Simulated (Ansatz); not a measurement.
C2H5NS can be A, `CSC=N`, or B, `C=NCS`.

Computed with Ansatz on PBE0-D4/def2-TZVP structures; ΔE is electronic, products minus reactants. CBS: MP2 limit from def2 TZ/QZ plus the TZ coupled-cluster correction, frozen cores. Functionals use def2-TZVPP. B3LYP here is the variant with VWN-RPA as its local correlation; programs differ in this. One conformer a species, not always the lowest.

Task: Which is lower in electronic energy at CCSD(T)/CBS, and by how much? (Estimate.)

Result: Ansatz gave: A, by 51.8 kJ/mol.

Task: Give E(B) − E(A) in kJ/mol with CCSD(T)/def2-TZVPP, B3LYP, BLYP-D4, r2SCAN-D4, CCSD/def2-TZVPP, ωB97M-V, LDA (SPW92). (Estimate.)

Result: Ansatz gave: CCSD(T)/def2-TZVPP 48.4, B3LYP 54.0, BLYP-D4 57.6, r2SCAN-D4 64.2, CCSD/def2-TZVPP 45.8, ωB97M-V 54.0, LDA (SPW92) 63.1. None reverses the order clearly.

Task: Does the order hold for the free energy at 298.15 K (harmonic terms from PBE0-D4)? (An estimate is asked.)

Result: The calculation gave: Yes: G(B) − G(A) = +46.6 kJ/mol, for one conformer each.

Largest T1 diagnostic: 0.013.

At CCSD(T), def2-SVP lies −12.9 kJ/mol from the extrapolated value and def2-TZVPP −3.4 kJ/mol. From PBE to PBE0 (25 % exact exchange), in def2-TZVPP and without D4, E(B) − E(A) moves by −3.5 kJ/mol.
